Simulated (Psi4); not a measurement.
Noncovalent pair: C2H2 (SMILES C#C) (first 4 atoms) with C2H2 (SMILES C#C); geometry from NCB31 set.
(charge 0, multiplicity 1):
```xyz
8

C     -0.41255     1.67817     0.00000
C      0.41255     2.56163     0.00000
H     -1.13203     0.89081     0.00000
H      1.13465     3.34577     0.00000
C      0.41255    -1.67817     0.00000
C     -0.41255    -2.56163     0.00000
H      1.13203    -0.89081     0.00000
H     -1.13465    -3.34577     0.00000
```

Computed with Psi4 with SAPT0/jun-cc-pV(D+d)Z.

Task: Give the four SAPT terms and the total, and say what mostly holds the pair together.

Result: electrostatics -7.7, exchange 7.4, induction -1.1, dispersion -4.1, total -5.4 kJ/mol; the largest attraction is electrostatics.
